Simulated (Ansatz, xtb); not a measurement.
# C4H7NS: which of two isomers lies lower

We compare I, `N#CCCCS`, a singlet, with II, `C[C@@H]1CC(=S)N1`, a singlet. Both are isolated molecules in the gas phase, relaxed with r2SCAN-D4/def2-SVP; each stands in its lowest conformer found.

I (Å):

```
atom    x (Å)    y (Å)    z (Å)
   C   1.1654   1.7721   1.4357
   C  -0.1416   1.1295   1.5222
   C  -0.2555  -0.0893   0.5941
   C  -0.0968   0.2468  -0.8853
   N   2.2160   2.2601   1.3325
   S  -1.3347   1.4259  -1.5401
   H  -0.3212   0.8371   2.5699
   H  -0.9110   1.8729   1.2491
   H   0.5114  -0.8346   0.8694
   H  -1.2365  -0.5631   0.7701
   H  -0.1092  -0.6698  -1.4947
   H   0.8734   0.7393  -1.0663
   H  -2.4011   0.6027  -1.4168
```

II (Å):

```yaml
atoms:
  - { symbol: C, position_ang: [1.1658, 0.5881, 0.9159] }
  - { symbol: C, position_ang: [0.1850, 1.1705, -0.0811] }
  - { symbol: C, position_ang: [0.5931, 1.1677, -1.5836] }
  - { symbol: C, position_ang: [0.5334, 2.6969, -1.5034] }
  - { symbol: N, position_ang: [0.1941, 2.6367, -0.1906] }
  - { symbol: S, position_ang: [0.7573, 3.9397, -2.5374] }
  - { symbol: H, position_ang: [1.1847, -0.5104, 0.8368] }
  - { symbol: H, position_ang: [0.8827, 0.8433, 1.9497] }
  - { symbol: H, position_ang: [2.1823, 0.9701, 0.7315] }
  - { symbol: H, position_ang: [-0.8333, 0.7753, 0.0918] }
  - { symbol: H, position_ang: [-0.1322, 0.7277, -2.2836] }
  - { symbol: H, position_ang: [1.5981, 0.7707, -1.7932] }
  - { symbol: H, position_ang: [-0.0243, 3.3883, 0.4609] }
```

Question: Estimate E(II) − E(I) at the level CCSD(T)/def2-SVP + ΔMP2/def2-TZVPP.

Answer: Calculated at CCSD(T)/def2-SVP + ΔMP2/def2-TZVPP: E(II) − E(I) = +10.5 kcal/mol, so structure I lies lower.

Level by level:

```
                             level            geometry  E(II) − E(I) (kcal/mol)  departure from the last row (kcal/mol)  job, with rough time for the two
                          GFN2-xTB            GFN2-xTB                     −15.4                                   −25.9              optimisation, 0.29 s
                         HF/STO-3G            GFN2-xTB                     +18.5                                    +8.1              single point, 0.81 s
      r2SCAN-D4/def2-SVP//GFN2-xTB            GFN2-xTB                      −2.6                                   −13.0                 single point, 5 s
                r2SCAN-D4/def2-SVP  r2SCAN-D4/def2-SVP                      −2.1                                   −12.6                optimisation, 53 s
                       HF/def2-SVP  r2SCAN-D4/def2-SVP                     +11.2                                    +0.7           part of the CCSD(T) run
                      MP2/def2-SVP  r2SCAN-D4/def2-SVP                     +10.5                                    +0.1           part of the CCSD(T) run
                  CCSD(T)/def2-SVP  r2SCAN-D4/def2-SVP                     +10.6                                    +0.1                      single point
CCSD(T)/def2-SVP + ΔMP2/def2-TZVPP  r2SCAN-D4/def2-SVP                     +10.5                                                        single point, 61 s
```

As drawn, II has 1 C=S, 2 C–N, 1 N–H in place of 1 C≡N, 1 C–S, 1 S–H. Structure I has no ring, II a 4-membered ring.

GFN2-xTB, r2SCAN-D4/def2-SVP//GFN2-xTB, r2SCAN-D4/def2-SVP put the two in the other order. The largest departure from CCSD(T)/def2-SVP + ΔMP2/def2-TZVPP is that of GFN2-xTB, 25.9 kcal/mol. The last row adds to CCSD(T) the change of the MP2 difference between the two basis sets, here −0.1 kcal/mol.

With thermal terms from frequencies at re-optimised GFN2-xTB minima (ideal gas, soft modes damped towards free rotors, one conformer each, 298.15 K, 1 atm): the zero-point term adds +2.6 kcal/mol; ΔH is +12.5 and ΔG +14.0 kcal/mol.

The correlated steps freeze 10 core orbitals. Mirror images aren't counted in ΔG. Codes used: Ansatz 0.2.0, xtb 6.7.1; the last row on 2 threads of Intel(R) Xeon(R) Processor @ 2.70GHz on a shared host.
